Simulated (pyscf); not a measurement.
Optimised with ωB97X-D3(BJ)/def2-SVP in PySCF. Correlated levels are frozen-core, on RHF or UHF. ΔMP2 is the change of the MP2 total energy from the triple- to the quadruple-zeta basis.

PBE/def2-TZVP puts the barrier of `[CH2]=[CH][GaH][OH]` → `[OH][Ga]` [singlet] + `[CH2]=[CH2]` (1,1-elimination; singlet surface; C–Ga, Ga–H broken, C–H formed) at 69.6 kcal/mol and the reaction energy at -2.2 kcal/mol, from the reactant's lowest minimum found. What do r²SCAN/def2-TZVP, M06-2X/def2-TZVP, CCSD(T)/def2-TZVPP + ΔMP2(QZVPP) give on the same structures?

r²SCAN: ΔE‡ = 74.3 kcal/mol, ΔE = +2.9 kcal/mol; M06-2X: ΔE‡ = 80.2 kcal/mol, ΔE = +0.9 kcal/mol; CCSD(T): ΔE‡ = 80.2 kcal/mol, ΔE = +1.9 kcal/mol. PBE's barrier lies under all of them, by 4.8 to 10.7 kcal/mol. Its reaction energy lies under all of them, by 3.1 to 5.1 kcal/mol. On the reactant side the descent ends in a point that may be a rotor saddle (no frequency run), 1.0 kcal/mol over the lowest minimum found and 83.9 kcal/mol under the saddle at ωB97X-D3(BJ)/def2-TZVP. At ωB97X-D3(BJ)/def2-TZVP the barrier from the zero used here is 85.0 kcal/mol. One saddle was located; it need not be the lowest between these sides. The CCSD(T) − MP2 part came from Ansatz, without density fitting, on the same reference. The frozen core leaves the outer d or s,p core shells of the metals and heavy elements correlated in the MP2 and CC values, and def2-TZVPP describes them poorly, which can shift differences by a few kcal/mol. Elements up to Kr have no core potential and no relativistic terms here.
